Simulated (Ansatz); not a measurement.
Band gap of trigonal Se at several levels of theory

No measured value is used here.

```
level (code)                               value (eV)  cell (Å³/atom)
-----------------------------  ----------------------  --------------
LDA+SOC (Ansatz)                                  ___           27.26
PBE (Ansatz)                          1.02 (indirect)           27.26
PBE+SOC (Ansatz)                      1.00 (indirect)           27.26
PBE-D3(BJ) (Ansatz)                              0.52           24.49
PBE-D4 (Ansatz)                                  0.51           24.41
r²SCAN+SOC (Ansatz)                   1.25 (indirect)           27.26
B3LYP (VWN-RPA form) (Ansatz)         2.13 (indirect)           27.26
HSE06+SOC (Ansatz)                    1.75 (indirect)           27.26
PBE0 (Ansatz)                                     ___           27.26
r²SCAN0 (Ansatz)                                  ___           27.26
G0W0@PBE (Ansatz)              1.69 ± 0.08 (indirect)           27.26
```

Fill in the missing entries.


- LDA+SOC (Ansatz, a quantum-chemistry and plane-wave program), value (eV): 0.90 (indirect)
- PBE0 (Ansatz), value (eV): 2.42 (indirect)
- r²SCAN0 (Ansatz), value (eV): 2.57 (indirect)

Computed values are for a static lattice. Spin–orbit coupling is included only where a level's name says +SOC; with heavier elements it mostly lowers gaps and can invert bands.  A ± on a computed value is a rough bar: the spread of its extrapolation, a floor set from checks against published values, or a statistical error. PBE-D3(BJ), PBE-D4: the gap is read on the k mesh or supercell of the run alone and can be too large. Values are at the measured cell; PBE-D3(BJ) at the level's own relaxed cell; PBE-D4 at the level's own relaxed cell. Cutoffs and k meshes differ between the levels. Ansatz's density-functional and Hartree–Fock values are scalar-relativistic unless marked +SOC, with PAW data made under PBE.
